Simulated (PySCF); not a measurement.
## isobutyl mercaptan (SMILES CC(C)CS)

Geometry (Å), atoms numbered from 1 in this order:
```xyz
15

C     1.150   -0.896    0.242
C     0.034    0.128    0.360
C     0.594    1.541    0.457
C    -0.940    0.048   -0.810
S    -1.859   -1.507   -0.957
H     1.808   -0.858    1.113
H     1.760   -0.698   -0.645
H     0.750   -1.908    0.157
H    -0.532   -0.080    1.276
H     1.270    1.636    1.310
H    -0.201    2.282    0.574
H     1.160    1.797   -0.444
H    -0.396    0.133   -1.756
H    -1.652    0.875   -0.778
H    -2.540   -1.394    0.194
```

Method used: PySCF 2.14.0, quadratic response CAM-B3LYP/def2-TZVPD first hyperpolarisability, Taylor convention, gas phase. Geometry: PBE0-D3(BJ)/def2-TZVP.

Question: Give the tensor of the static β(0;0,0) in the axes of these coordinates.

Answer: In au, Taylor convention; rows are the first index (the induced dipole):
|  | xx | yy | zz | xy | xz | yz |
| --- | --- | --- | --- | --- | --- | --- |
| x | +73.4 | +12.0 | +12.0 | +20.0 | +33.4 | +14.3 |
| y | +20.0 | +38.0 | +16.1 | +12.0 | +14.3 | +8.6 |
| z | +33.4 | +8.6 | +29.5 | +14.3 | +12.0 | +16.1 |

Norm of βᵢ = ⅓ Σⱼ (βᵢⱼⱼ + βⱼᵢⱼ + βⱼⱼᵢ): 141.7 au, hyper-Rayleigh value 54.7 au.
